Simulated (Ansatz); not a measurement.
Basis-set extrapolation for `N=C=CN` (PBE0-D4/def2-TZVP geometry, frozen core, Ansatz 0.2.0). Multiplicity 1, RHF reference.

|  | def2-TZVPP | def2-QZVPP |
| --- | --- | --- |
| HF | -186.970382 | -186.978926 |
| MP2 correlation | -0.721219 | -0.770366 |
| CCSD(T) correlation | -0.776699 | not run |

Energies in hartree. Use E(X) = E(∞) + A·exp(−7.88·√X) for Hartree–Fock and E(X) = E(∞) + B·X^(−2.97) for correlation, with X = 3 and 4, and add CCSD(T) minus MP2 of the smaller set to the MP2 limit.

Question: What is the CCSD(T) energy at the basis-set limit?

Answer: HF limit: -186.978926 + (-0.008544) × 0.13774 = -186.98010. MP2 limit: -0.770366 + (-0.049147) × 0.74074 = -0.80677. Higher-order term: -0.776699 − (-0.721219) = -0.05548. Total: -187.84235 hartree, 2.59 eV below CCSD(T)/def2-TZVPP.
